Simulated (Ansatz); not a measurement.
## H3Si–C, doublet: vertical spin and charge gaps

Geometry (PBE0/def2-TZVP stationary point for this spin, not checked as a minimum):

```xyz
5

Si   -0.0027    0.0000    0.4927
C     0.0237    0.0000   -1.3968
H     0.6305   -1.2164    1.0698
H     0.6307    1.2163    1.0698
H    -1.4681    0.0001    0.7752
```

Basis cc-pVDZ; Ansatz 0.2.0. Only valence electrons are correlated (noble-gas cores frozen). R marks a restricted (for open shells ROHF) determinant, U an unrestricted one.

Gaps are energies of the second state less the first, at fixed atoms, for a selection of the levels run; each method lands on the state that its own search finds for that charge and spin.

Unrestricted rows (U, and Kohn–Sham where it breaks symmetry) aren't spin-pure: their determinants' ⟨S²⟩ exceeds S(S+1) by up to 0.65, so they mix in states of higher spin. For open shells CISD is restricted-active-space CI with the open shells as a complete middle space. A value is left out where its run failed or describes another state than the reference as far as symmetry and spin tell, or, spin-broken singlets apart, can't be checked.

PBE gives 9.560 eV for removing an electron, to the triplet. Estimate what UCCSDT(Q) gives in cc-pVDZ.

UCCSDT(Q) in cc-pVDZ gives 9.410 eV, so against it PBE is off by 0.150 eV, of which a good part can be the reference's own basis and frozen-core error.

| level | gap (eV) | error (meV) | ⟨S²⟩ where 0.1 over S(S+1) (first / second) |
| --- | --- | --- | --- |
| RHF | 8.505 | -905 | – / – |
| UHF | 8.835 | -575 | 1.40 / – |
| RMP2 | 9.339 | -71 | – / – |
| UMP2 | 9.317 | -93 | 1.40 / – |
| CISD | 9.269 | -141 | – / – |
| RCCSD | 9.409 | -1 | – / – |
| UCCSD | 9.417 | 7 | 1.40 / – |
| RCCSD(T) | 9.419 | 9 | – / – |
| UCCSD(T) | 9.434 | 24 | 1.40 / – |
| BCCD(T) | 9.421 | 11 | – / – |
| RCCSDT | 9.411 | 1 | – / – |
| UCCSDT | 9.408 | -2 | 1.40 / – |
| RCCSDT(Q) | 9.412 | 2 | – / – |
| BLYP | 9.469 | 59 | 1.09 / – |
| r2SCAN | 9.619 | 209 | 1.35 / – |
| PBE0 | 9.708 | 298 | 1.24 / – |
| B3LYP | 9.739 | 329 | 1.13 / – |
| wB97M-V | 9.688 | 278 | – / – |
| B2PLYP | 9.579 | 169 | 1.25 / – |
| RPA-PBE | 9.559 | 149 | 1.18 / – |

PBE gives -0.015 eV for quartet less doublet. Estimate what UCCSDT(Q) gives in cc-pVDZ.

UCCSDT(Q) in cc-pVDZ gives -0.308 eV, so against it PBE is off by 0.293 eV, of which a good part can be the reference's own basis and frozen-core error.

```tsv
level	gap (eV)	error (meV)	⟨S²⟩ where 0.1 over S(S+1) (first / second)
UHF	-0.716	-408	1.40 / –
UMP2	-0.583	-275	1.40 / –
CISD	-0.515	-207	– / –
RCCSD	-0.356	-48	– / –
UCCSD(T)	-0.305	3	1.40 / –
BCCD(T)	-0.319	-11	– / –
RCCSDT(Q)	-0.307	1	– / –
r2SCAN	-0.233	75	1.35 / –
B2PLYP	-0.078	230	1.25 / –
```

In so small a basis the reference is far from its limit while semilocal and hybrid functionals are nearer theirs (RPA and double hybrids share much of the reference's basis error), so the functionals' errors here hold much of the reference's basis and frozen-core error, which can add to them or hide them.

Full CI isn't at hand for all of this; UCCSDT(Q) serves as the reference, and is uncertain by about the last step of the cluster series. The frozen core follows each run's orbitals, which can shift R against U totals by a few meV.
